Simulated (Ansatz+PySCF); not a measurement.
Results of a calculation; reference values are marked as such.
## Several solutions for doublet N₂(+)

```
atom   x (Å)   y (Å)    z (Å)
   N  0.0000  0.0000  -0.9986
   N  0.0000  0.0000   0.9986
```

Basis set: STO-3G (spherical functions). Charge 1, multiplicity 2.

PBE0 (unrestricted) was run from several starts with Ansatz (development build ahead of 0.2.0) and PySCF 2.14.0.

| run | program | start | converged | energy (hartree) | <S²> |
| --- | --- | --- | --- | --- | --- |
| A | Ansatz | search for the lowest state | yes | -107.30295 | 2.67 |
| B | Ansatz | stability test followed | yes | -107.30296 | – |
| C | Ansatz | stability test followed | yes | -107.30295 | 2.67 |
| D | PySCF | program defaults | yes | -107.19458 | 0.75 |
| E | Ansatz | atomic start, no search | yes | -107.19458 | 0.75 |

Problem. Which runs reached the lowest solution of this kind, and what is wrong with the others?

Solution. A, B, C reached the lowest solution found. Converged but too high: D by 2.95 eV, E by 2.95 eV. Convergence only shows a stationary point, and even a stable one can lie too high; stability tests and further starts are what find lower ones. Caution: the unrestricted determinant is a mixture of spin states.
